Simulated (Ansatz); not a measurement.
We consider 2H MoS2, described by PBE-D4 (Ansatz, a first-principles code, PAW).

Numerical settings: plane-wave cutoff 520 eV, 12×12×4 k mesh (along the axes of the cell as run), Fermi–Dirac smearing 0.01 eV, no spin polarisation, scalar-relativistic PAW data made under PBE.

Properties against volume:

Shape and atoms are relaxed at each volume.

```
V (Å³/atom)  P (GPa)  direct gap at Γ (eV)  smallest gap on the k mesh (eV)   c (Å)
-----------  -------  --------------------  -------------------------------  ------
16.764          2.30                 2.017                            0.651  11.826
17.114          1.02                 2.052                            0.736  11.989
17.463          0.00                 2.092                            0.820  12.164
17.812         -0.81                 2.133                            0.901  12.349
18.161         -1.35                 2.178                            0.984  12.547
```

The fundamental gap (0.81 eV at the equilibrium volume, with added k points) lies elsewhere than Γ–Γ.

Note: the bulk modulus comes from volumes at which shape and atoms were relaxed.

Spin–orbit coupling is not included.
